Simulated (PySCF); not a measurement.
C5H7F.
Atom-mapped SMILES: `[CH2:1]=[CH:2][CH2:3]/[CH:4]=[CH:5]\[F:6]` (hydrogens: H7, H8 on C1; H9 on C2; H10, H11 on C3; H12 on C4; H13 on C5)

The same species was optimised twice, with GFN2-xTB and with PBE0-D3(BJ)/def2-SVP (PySCF), and the same property calculations (PySCF, gas phase) were run on both structures.

```json
{"coordinate": "C1=C2 (Å)", "GFN2-xTB": "1.319", "PBE0-D3(BJ)/def2-SVP": "1.333", "change": "+0.014"}
{"coordinate": "C5–F6 (Å)", "GFN2-xTB": "1.347", "PBE0-D3(BJ)/def2-SVP": "1.334", "change": "-0.013"}
{"coordinate": "C4=C5 (Å)", "GFN2-xTB": "1.319", "PBE0-D3(BJ)/def2-SVP": "1.330", "change": "+0.011"}
{"coordinate": "C2–C3 (Å)", "GFN2-xTB": "1.500", "PBE0-D3(BJ)/def2-SVP": "1.501", "change": "+0.001"}
{"coordinate": "C3–C4 (Å)", "GFN2-xTB": "1.499", "PBE0-D3(BJ)/def2-SVP": "1.499", "change": "0.000"}
{"coordinate": "C2–C3–C4 (°)", "GFN2-xTB": "110.3", "PBE0-D3(BJ)/def2-SVP": "112.3", "change": "+2.0"}
{"coordinate": "C1–C2–C3 (°)", "GFN2-xTB": "124.3", "PBE0-D3(BJ)/def2-SVP": "125.1", "change": "+0.8"}
{"coordinate": "C3–C4–C5 (°)", "GFN2-xTB": "125.0", "PBE0-D3(BJ)/def2-SVP": "124.9", "change": "-0.1"}
{"coordinate": "C4–C5–F6 (°)", "GFN2-xTB": "122.5", "PBE0-D3(BJ)/def2-SVP": "122.5", "change": "0.0"}
{"coordinate": "C1–C2–C3–C4 (°)", "GFN2-xTB": "118", "PBE0-D3(BJ)/def2-SVP": "120", "change": "+2"}
{"coordinate": "C2–C3–C4–C5 (°)", "GFN2-xTB": "120", "PBE0-D3(BJ)/def2-SVP": "117", "change": "-3"}
```

Rotational constants: A = 12166, B = 1567, C = 1495 MHz (GFN2-xTB) against A = 11826, B = 1557, C = 1483 MHz (PBE0-D3(BJ)/def2-SVP). Point groups within 0.08 Å: C1 and C1.

On the GFN2-xTB structure: HOMO (eV) -7.31 [PBE0/pcSseg-1]; LUMO (eV) 0.00 [PBE0/pcSseg-1]; dipole (D) 1.25 [PBE0/pcSseg-1]; GIAO shielding of C1 (ppm) 64.9 [PBE0/pcSseg-1]; GIAO shielding of C2 (ppm) 40.4 [PBE0/pcSseg-1]; GIAO shielding of C3 (ppm) 152.6 [PBE0/pcSseg-1]; GIAO shielding of C4 (ppm) 69.2 [PBE0/pcSseg-1]; GIAO shielding of C5 (ppm) 29.3 [PBE0/pcSseg-1]; GIAO shielding of F6 (ppm) 298.2 [PBE0/pcSseg-1].

**Question.** What do these properties become on the PBE0-D3(BJ)/def2-SVP structure?

**Answer.** 
| property | level | on GFN2-xTB | on PBE0-D3(BJ)/def2-SVP | change |
| --- | --- | --- | --- | --- |
| HOMO (eV) | PBE0/pcSseg-1 | -7.31 | -7.27 | +0.04 |
| LUMO (eV) | PBE0/pcSseg-1 | 0.00 | -0.04 | -0.04 |
| dipole (D) | PBE0/pcSseg-1 | 1.25 | 1.17 | -0.08 |
| energy, GFN2-xTB geometry as zero (kcal/mol) | PBE0/pcSseg-1 | 0.0 | -0.3 | -0.3 |
| GIAO shielding of C1 (ppm) | PBE0/pcSseg-1 | 64.9 | 61.1 | -3.8 |
| GIAO shielding of C2 (ppm) | PBE0/pcSseg-1 | 40.4 | 37.5 | -2.9 |
| GIAO shielding of C3 (ppm) | PBE0/pcSseg-1 | 152.6 | 152.1 | -0.5 |
| GIAO shielding of C4 (ppm) | PBE0/pcSseg-1 | 69.2 | 68.0 | -1.2 |
| GIAO shielding of C5 (ppm) | PBE0/pcSseg-1 | 29.3 | 27.9 | -1.4 |
| GIAO shielding of F6 (ppm) | PBE0/pcSseg-1 | 298.2 | 297.3 | -0.9 |

The heavy atoms differ by 0.038 Å rms after alignment. Among bonds between heavy atoms C1=C2 and C5–F6 change most and about equally (-0.013 to +0.014 Å). Changes are differences of the printed values. Neither structure is proved a minimum here.

Conformer computed: `[CH2:1]=[CH:2][CH2:3]/[CH:4]=[CH:5]\[F:6]`: C1–C2–C3–C4 120°, C2–C3–C4–C5 117°.
